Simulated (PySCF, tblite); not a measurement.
Species: C4H9FN (charge +1).
Numbering: `[F:1][C@H:2]1[CH2:3][CH2:4][NH2+:5][CH2:6]1` (hydrogens: H7 on C2; H8, H9 on C3; H10, H11 on C4; H12, H13 on N5; H14, H15 on C6)

Computed with GFN2-xTB (tblite), gas phase: Langevin dynamics at 600 K from the optimised GFN2-xTB geometry, time step 0.5 fs, friction 0.01 fs⁻¹, 2000 steps. Over the second half of the run the saved frames average 581 K.

Frame at 250 fs, instantaneous temperature 587 K:
```
atom  x, y, z in Å
F1      0.581   -1.259   -1.726
C2      0.775   -0.524   -0.519
C3      0.339    0.950   -0.373
C4     -1.261    0.891   -0.370
N5     -1.504   -0.514    0.042
C6     -0.236   -1.150    0.459
H7      1.843   -0.593   -0.287
H8      0.671    1.453    0.587
H9      0.791    1.638   -1.135
H10    -1.597    1.665    0.277
H11    -1.744    1.116   -1.328
H12    -1.750   -0.912   -0.812
H13    -2.287   -0.685    0.753
H14    -0.314   -2.265    0.215
H15     0.071   -0.776    1.501
```

Frame at 425 fs, instantaneous temperature 573 K:
```
atom  x, y, z in Å
F1      0.672   -0.874   -1.906
C2      0.943   -0.591   -0.539
C3      0.458    0.830   -0.081
C4     -1.050    0.585    0.464
N5     -1.257   -0.892    0.465
C6      0.110   -1.495    0.381
H7      1.978   -0.909   -0.588
H8      1.062    1.084    0.843
H9      0.477    1.671   -0.846
H10    -1.079    0.916    1.553
H11    -1.825    0.966   -0.198
H12    -1.994   -1.146   -0.233
H13    -1.692   -1.138    1.413
H14     0.118   -2.561   -0.068
H15     0.534   -1.710    1.321
```

Frame at 625 fs, instantaneous temperature 827 K:
```
atom  x, y, z in Å
F1      0.041   -0.191   -1.797
C2      0.618    0.020   -0.558
C3      0.231    1.378   -0.131
C4     -1.157    1.213    0.564
N5     -1.438   -0.175    0.522
C6     -0.185   -0.937    0.378
H7      1.647   -0.197   -0.781
H8      0.960    1.781    0.536
H9      0.149    2.071   -1.051
H10    -1.040    1.422    1.668
H11    -1.875    1.872    0.152
H12    -1.972   -0.401   -0.404
H13    -2.049   -0.517    1.295
H14    -0.285   -2.005   -0.001
H15     0.203   -0.913    1.385
```

Frame at 800 fs, instantaneous temperature 651 K:
```
atom  x, y, z in Å
F1      0.642   -1.062   -1.133
C2      0.525   -0.398    0.090
C3      0.300    1.060   -0.224
C4     -0.990    1.310    0.603
N5     -1.711    0.080    0.350
C6     -0.706   -0.941    0.804
H7      1.500   -0.613    0.593
H8      1.190    1.716    0.067
H9      0.044    1.158   -1.254
H10    -0.833    1.728    1.644
H11    -1.422    2.196    0.104
H12    -2.104    0.036   -0.599
H13    -2.523    0.223    0.966
H14    -0.875   -1.918    0.521
H15    -0.605   -0.972    1.861
```

Frame at 1000 fs, instantaneous temperature 518 K:
```
atom  x, y, z in Å
F1      0.638   -1.073   -1.060
C2      0.701   -0.660    0.213
C3      1.271    0.754    0.353
C4      0.015    1.707    0.291
N5     -1.126    0.654    0.218
C6     -0.695   -0.547    0.875
H7      1.174   -1.508    0.713
H8      1.729    1.013    1.281
H9      1.942    0.830   -0.468
H10    -0.203    2.186    1.277
H11    -0.067    2.303   -0.604
H12    -1.276    0.472   -0.794
H13    -1.991    1.130    0.629
H14    -1.401   -1.384    0.529
H15    -0.623   -0.310    1.933
```

**Question.** What do single points at PBE0/pcSseg-1 (PySCF, gas phase) give on these frames?

**Answer.** 
```json
{"t (fs)": "250", "GFN2-xTB E above start (eV)": "0.93", "DFT E above lowest frame (eV)": "0.32", "HOMO (eV)": "-14.19", "LUMO (eV)": "-4.59"}
{"t (fs)": "425", "GFN2-xTB E above start (eV)": "1.00", "DFT E above lowest frame (eV)": "0.37", "HOMO (eV)": "-14.15", "LUMO (eV)": "-4.91"}
{"t (fs)": "625", "GFN2-xTB E above start (eV)": "0.60", "DFT E above lowest frame (eV)": "0.00", "HOMO (eV)": "-14.35", "LUMO (eV)": "-4.69"}
{"t (fs)": "800", "GFN2-xTB E above start (eV)": "0.88", "DFT E above lowest frame (eV)": "0.44", "HOMO (eV)": "-13.93", "LUMO (eV)": "-4.62"}
{"t (fs)": "1000", "GFN2-xTB E above start (eV)": "0.73", "DFT E above lowest frame (eV)": "0.07", "HOMO (eV)": "-14.27", "LUMO (eV)": "-4.75"}
```

The two levels order the frames alike by energy but for pairs within 0.08 eV at one level; measured from each level's lowest frame they differ by 0.16 eV at most. The HOMO–LUMO gap runs from 9.24 to 9.66 eV. These are instantaneous structures, not minima.

**Question.** And the isotropic GIAO shieldings (ppm) from the same runs?

**Answer.** 
| atom | 250 fs | 425 fs | 625 fs | 800 fs | 1000 fs | mean | range |
| --- | --- | --- | --- | --- | --- | --- | --- |
| F1 | 360.8 | 347.7 | 359.4 | 338.2 | 386.5 | 358.5 | 48.3 |
| C2 | 87.1 | 85.6 | 93.6 | 92.8 | 94.3 | 90.7 | 8.7 |
| C3 | 142.7 | 139.3 | 152.1 | 144.8 | 156.5 | 147.1 | 17.2 |
| C4 | 140.2 | 129.5 | 145.6 | 138.9 | 122.1 | 135.3 | 23.5 |
| N5 | 203.3 | 196.5 | 199.5 | 205.7 | 186.4 | 198.3 | 19.3 |
| C6 | 118.5 | 124.8 | 124.5 | 124.2 | 130.5 | 124.5 | 12.0 |
| H7 | 25.3 | 24.8 | 25.5 | 25.0 | 25.6 | 25.2 | 0.8 |
| H8 | 27.6 | 27.6 | 29.2 | 26.8 | 29.2 | 28.1 | 2.4 |
| H9 | 27.3 | 26.7 | 27.0 | 29.4 | 29.2 | 27.9 | 2.7 |
| H10 | 28.2 | 26.4 | 27.5 | 27.0 | 27.1 | 27.2 | 1.8 |
| H11 | 27.6 | 27.1 | 28.1 | 27.3 | 26.9 | 27.4 | 1.2 |
| H12 | 27.5 | 25.5 | 24.2 | 26.6 | 26.1 | 26.0 | 3.3 |
| H13 | 24.9 | 25.0 | 26.0 | 26.0 | 25.2 | 25.4 | 1.1 |
| H14 | 25.9 | 25.9 | 26.1 | 28.5 | 26.3 | 26.5 | 2.6 |
| H15 | 26.7 | 28.3 | 28.6 | 28.4 | 28.7 | 28.1 | 2.0 |

The cost below is that of the whole dynamics run. Time: 8.0 s; peak memory 0.18 GiB. Hardware: an INTEL XEON PLATINUM 8581C at 2.10 GHz with one thread, no GPU, on a shared host.
